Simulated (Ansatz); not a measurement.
Geometry optimisation, RKS B3LYP-D4/6-31G* in Ansatz.

The input (input.yaml):

```yaml
crystal:
  periodic: [false, false, false]
  atoms:
    - { symbol: B, position_ang: [0.0, 0.0, 0.0] }
    - { symbol: C, position_ang: [0.0, 0.0, 1.95] }
    - { symbol: H, position_ang: [-0.9996, -0.3092, 2.3205] }
    - { symbol: H, position_ang: [0.7676, -0.7111, 2.3205] }
    - { symbol: H, position_ang: [0.232, 1.0203, 2.3205] }
    - { symbol: C, position_ang: [1.3856, 0.0, -0.8] }
    - { symbol: H, position_ang: [1.7152, -1.0462, -0.9702] }
    - { symbol: H, position_ang: [1.2491, 0.508, -1.7774] }
    - { symbol: H, position_ang: [2.1552, 0.5381, -0.2082] }
    - { symbol: H, position_ang: [-1.0305, 0.0, -0.595] }
    - { symbol: H, position_ang: [-0.1908, -1.4011, 0.4698] }
    - { symbol: H, position_ang: [-0.1595, -1.1709, 1.3616] }
basis:
  gaussian: { orbitals: "6-31G*" }
hamiltonian:
  xc: b3lyp
  dispersion: d4
relax:
  f_tol: 0.15
  max_steps: 25
  restrain:
    - { distance: [0, 10], at: 2.39, k: 30.0 }
    - { distance: [11, 1], at: 2.31, k: 30.0 }
    - { distance: [0, 1], at: 1.6, k: 30.0 }
    - { distance: [11, 10], at: 0.66, k: 30.0 }
output:
  orbitals: {}
```

Command:

```bash
$ ansatz run input.yaml --threads 1 --pin off --max-ram 2048MiB --backend cpu --events-out ev --progress --plain --runs-dir out
```

Question: Where does it end, and by what steps?

Answer: The forces met the threshold. The restraints hold the end off the free minimum; the threshold counts their pulls, which the force column leaves out. Restrained pairs: B1–H11 (1.49 → 2.40 Å), C2–H12 (1.32 → 2.32 Å), B1–C2 (1.95 → 1.59 Å), H11–H12 (0.92 → 0.71 Å). After 8 steps the energy has fallen by 3.257 eV (the restraints' own energy left out); H12 moved furthest, 0.86 Å.

| step | energy less start (eV) | largest force component (eV/Å) | accepted |
| --- | --- | --- | --- |
| 0 | 0.0000 | 3.819 | yes |
| 1 | -1.0220 | 2.081 | yes |
| 2 | -1.2320 | 5.177 | yes |
| 3 | -1.9233 | 4.138 | yes |
| 4 | -2.8655 | 2.387 | yes |
| 5 | -3.1878 | 1.349 | yes |
| 6 | -3.2312 | 1.387 | yes |
| 7 | -3.2651 | 0.426 | no |
| 8 | -3.2567 | 1.309 | yes |

```xyz
12
Properties=species:S:1:pos:R:3
B 0.036 0.147 0.206
C 0.067 0.208 1.793
H -0.851 -0.118 2.291
H 0.922 -0.320 2.234
H 0.200 1.269 2.066
C 1.355 0.094 -0.645
H 1.573 -0.965 -0.862
H 1.272 0.593 -1.617
H 2.234 0.483 -0.118
H -1.024 0.200 -0.357
H -0.379 -2.208 0.374
H -0.280 -1.956 1.029
```

Run time: 9.1 s on 1 thread of AMD EPYC 9R45 96-Core Processor (Zen 5) (shared host), peak memory 0.14 GiB.
